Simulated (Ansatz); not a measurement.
Process, species as SMILES: [CH] (CH) → C atom + H atom
B3LYP-D3(BJ)/def2-TZVP geometries, fixed; electronic energies without zero-point terms.

Basis-set convergence of the atomisation energy at B3LYP with Ansatz (a program for electronic structure). Cartesian d functions, on some or all atoms, in 6-31G*, 6-31+G*; all else is spherical. The program fits the integrals of some runs and decomposes those of others, by size. Open shells are unrestricted. No added dispersion term, no relativity. Functions are those of the species that has most. Reference: the value in aug-cc-pV5Z, 85.56 kcal/mol, itself unsure by roughly 0.02 kcal/mol (its mean distance from pcseg-4, aug-pcseg-3, aug-cc-pVQZ). Deviations are taken from unrounded values.

```json
[
 {"basis": "6-31G*", "functions": "17", "atomisation energy (kcal/mol)": "83.19"},
 {"basis": "6-31+G*", "functions": "21", "atomisation energy (kcal/mol)": "83.77"},
 {"basis": "cc-pVDZ", "functions": "19", "atomisation energy (kcal/mol)": "82.38"},
 {"basis": "aug-cc-pVDZ", "functions": "32", "atomisation energy (kcal/mol)": "83.49"},
 {"basis": "def2-SVP", "functions": "19", "atomisation energy (kcal/mol)": "84.01"},
 {"basis": "def2-SVPD", "functions": "28", "atomisation energy (kcal/mol)": "85.20"},
 {"basis": "pcseg-1", "functions": "19", "atomisation energy (kcal/mol)": "82.98"},
 {"basis": "aug-pcseg-1", "functions": "32", "atomisation energy (kcal/mol)": "84.46"},
 {"basis": "6-311G**", "functions": "24", "atomisation energy (kcal/mol)": "83.98"},
 {"basis": "6-311+G**", "functions": "28", "atomisation energy (kcal/mol)": "84.45"},
 {"basis": "def2-TZVP", "functions": "37", "atomisation energy (kcal/mol)": "85.04"},
 {"basis": "def2-TZVPD", "functions": "46", "atomisation energy (kcal/mol)": "85.23"},
 {"basis": "cc-pVTZ", "functions": "44", "atomisation energy (kcal/mol)": "85.04"},
 {"basis": "aug-cc-pVTZ", "functions": "69", "atomisation energy (kcal/mol)": "85.40"},
 {"basis": "pcseg-2", "functions": "44", "atomisation energy (kcal/mol)": "85.15"},
 {"basis": "aug-pcseg-2", "functions": "69", "atomisation energy (kcal/mol)": "85.42"},
 {"basis": "def2-TZVPP", "functions": "45", "atomisation energy (kcal/mol)": "85.28"},
 {"basis": "def2-TZVPPD", "functions": "54", "atomisation energy (kcal/mol)": "85.42"},
 {"basis": "cc-pVQZ", "functions": "85", "atomisation energy (kcal/mol)": "85.41"},
 {"basis": "aug-cc-pVQZ", "functions": "126", "atomisation energy (kcal/mol)": "85.56"},
 {"basis": "def2-QZVPP", "functions": "87", "atomisation energy (kcal/mol)": "85.40"},
 {"basis": "def2-QZVPPD", "functions": "96", "atomisation energy (kcal/mol)": "85.50"},
 {"basis": "pcseg-3", "functions": "93", "atomisation energy (kcal/mol)": "85.49"},
 {"basis": "aug-pcseg-3", "functions": "134", "atomisation energy (kcal/mol)": "85.53"},
 {"basis": "cc-pV5Z", "functions": "146", "atomisation energy (kcal/mol)": "85.51"},
 {"basis": "aug-cc-pV5Z", "functions": "207", "atomisation energy (kcal/mol)": "85.56"}
]
```

What the diffuse functions change, pair by pair:
- 6-31G* to 6-31+G*: 4 more functions, deviation -2.37 to -1.79 kcal/mol
- cc-pVDZ to aug-cc-pVDZ: 13 more functions, deviation -3.18 to -2.07 kcal/mol
- def2-SVP to def2-SVPD: 9 more functions, deviation -1.55 to -0.36 kcal/mol
- pcseg-1 to aug-pcseg-1: 13 more functions, deviation -2.58 to -1.10 kcal/mol
- 6-311G** to 6-311+G**: 4 more functions, deviation -1.58 to -1.11 kcal/mol
- def2-TZVP to def2-TZVPD: 9 more functions, deviation -0.52 to -0.33 kcal/mol
- cc-pVTZ to aug-cc-pVTZ: 25 more functions, deviation -0.52 to -0.16 kcal/mol
- pcseg-2 to aug-pcseg-2: 25 more functions, deviation -0.41 to -0.14 kcal/mol
- def2-TZVPP to def2-TZVPPD: 9 more functions, deviation -0.28 to -0.14 kcal/mol
- cc-pVQZ to aug-cc-pVQZ: 41 more functions, deviation -0.15 to 0.00 kcal/mol
- def2-QZVPP to def2-QZVPPD: 9 more functions, deviation -0.16 to -0.06 kcal/mol
- pcseg-3 to aug-pcseg-3: 41 more functions, deviation -0.07 to -0.03 kcal/mol
- cc-pV5Z to aug-cc-pV5Z: 61 more functions, deviation -0.05 to 0.00 kcal/mol

Leaving out the reference's own pair, they bring the value nearer the reference by more than 0.02 kcal/mol in 12 of 12 pairs.
